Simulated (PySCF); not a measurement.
# Core-level binding energies of `C=C/C=C/C=O`

Species: C₅H₆O.
SMILES with atom numbers: `[CH2:1]=[CH:2]/[CH:3]=[CH:4]/[CH:5]=[O:6]`

The calculation used PySCF 2.14.0, delta-SCF UKS SCAN, pcX-2 on the ionised atom, pcseg-1 elsewhere, spin-free X2C. Binding energies are ΔSCF values: E(core-ionised, relaxed orbitals) − E(ground state) at a fixed geometry, referred to the vacuum level.

Question: Give the core binding energies atom by atom.

Answer: 
```
atom(s)                 bonded to  level  binding energy (eV)  above the level's lowest (eV)  count
     O6           C (double bond)   O 1s               537.08                           0.00      1
     C5  O (double bond), C and H   C 1s               292.84                          +2.35      1
     C3  C (double bond), C and H   C 1s               291.27                          +0.78      1
     C2  C (double bond), C and H   C 1s               291.19                          +0.70      1
     C4  C (double bond), C and H   C 1s               290.54                          +0.05      1
     C1   C (double bond) and 2 H   C 1s               290.49                           0.00      1
```

The listed C 1s values span 2.35 eV, from C1 (bonded to C (double bond) and 2 H) to C5 (bonded to O (double bond), C and H).

Question: What is the C 1s shift of C2 against C4?

Answer: 291.19 − 290.54 = +0.65 eV, or +63 kJ/mol.

Question: Give the binding energy of C 1s of C2 in hartree and in kJ/mol.

Answer: 291.19 eV = 10.7010 Eh = 28096 kJ/mol.

The unrestricted hole states depart most from a pure doublet (⟨S²⟩ = 0.75; over 0.85 named) for C 1s of C2 (0.91) and C 1s of C3 (0.93), which makes these values less certain. Isolated species at its GFN2-xTB geometry (one conformer only).

The values belong to the conformer `[CH2:1]=[CH:2]/[CH:3]=[CH:4]/[CH:5]=[O:6]`: C1–C2–C3–C4 180°, C3–C4–C5–O6 180°.
